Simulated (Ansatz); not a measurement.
**C₂H₄N (doublet): wB97M-V, B2PLYP, RPA-PBE over a scan of the distance C1–H5 along a hydrogen transfer, cc-pVDZ**

One table from this session's results is given with a row withheld; the runs are named, their logs left out.

Program: Ansatz 0.2.0, Gaussian basis. Level of theory: cc-pVDZ, all electrons in the functionals, frozen cores in the correlation of double hybrids and RPA. These are calculated values, not measurements.

Plan: wB97M-V, B2PLYP, RPA-PBE, at 1.090 Å; 1.138 Å; 1.234 Å; 1.330 Å; 1.426 Å.

### The geometry

The geometry derives from fragments relaxed apart (PBE0/def2-TZVP) and kept rigid, so it is no stationary point. A hydrogen atom is moved between rigid fragments.

7 atoms, charge 0, spin multiplicity 2.

Atoms are counted from 1 here; the program's logs count them from 0.

Bond lengths: C1–H2 1.090 Å, C1–H3 1.090 Å, C1–H4 1.090 Å, C1–H5 1.090 Å, N6–C7 1.160 Å. Angles: H2–C1–H3 109.5°, H2–C1–H4 109.5°, H2–C1–H5 109.5°, H3–C1–H4 109.5°, H3–C1–H5 109.5°, H4–C1–H5 109.5°.

No dispersion term is added; wB97M-V holds VV10 nonlocal correlation.

The geometry shown and the zero of energy belong to the point 1.090 Å. The yardstick, UCCSDT(Q), and other wave-function levels (R restricted, U unrestricted, valence and pair active spaces) come from earlier runs.

The first run:

File in.yaml:

```yaml
crystal:
  periodic: [false, false, false]
  atoms:
    - {symbol: C, position_ang: [-1.942677, 0.000000, 0.000000]}
    - {symbol: H, position_ang: [-2.305883, 1.027301, 0.000000]}
    - {symbol: H, position_ang: [-2.305883, -0.513650, 0.889668]}
    - {symbol: H, position_ang: [-2.305883, -0.513650, -0.889669]}
    - {symbol: H, position_ang: [-0.853060, 0.000000, 0.000000]}
    - {symbol: N, position_ang: [1.733407, 0.000000, 0.000000]}
    - {symbol: C, position_ang: [0.573323, 0.000000, 0.000000]}
basis:
  gaussian: {orbitals: cc-pVDZ}
magnetization: {spin_polarized: true, initial_magnetization: 1}
hamiltonian: {xc: {name: wB97M-V}}
output: {orbitals: {seedname: orbitals}}
```

On the command line:

```bash
$ ansatz run in.yaml --threads 1 --pin off --events-out ev --progress --plain --max-ram 4096MiB --backend cpu
```

Among the steps run: wB97M-V, 1.090 Å; wB97M-V, 1.138 Å; wB97M-V, 1.234 Å; wB97M-V, 1.330 Å; wB97M-V, 1.426 Å; B2PLYP, 1.090 Å; B2PLYP, 1.138 Å; B2PLYP, 1.234 Å; B2PLYP, 1.330 Å; B2PLYP, 1.426 Å; RPA-PBE, 1.090 Å; RPA-PBE, 1.138 Å; RPA-PBE, 1.234 Å; RPA-PBE, 1.330 Å; RPA-PBE, 1.426 Å.

One of the session's tables, all rows but one given; the rest of the session is left out.

It belongs to the step «Against the wave-function levels». 

```
    level  1.138 Å  1.234 Å  1.330 Å  1.426 Å
UCCSDT(Q)   -0.082   -0.182   -0.259   -0.266
  wB97M-V   -0.100   -0.228   -0.313   -0.316
   B2PLYP        ?        ?        ?        ?
  RPA-PBE   -0.083   -0.165   -0.211   -0.189
```

**Question.** Estimate the row for B2PLYP.

**Answer.** 1.138 Å: -0.092; 1.234 Å: -0.205; 1.330 Å: -0.286; 1.426 Å: -0.295. In the column «1.138 Å» it lies between wB97M-V (-0.100) and RPA-PBE (-0.083).
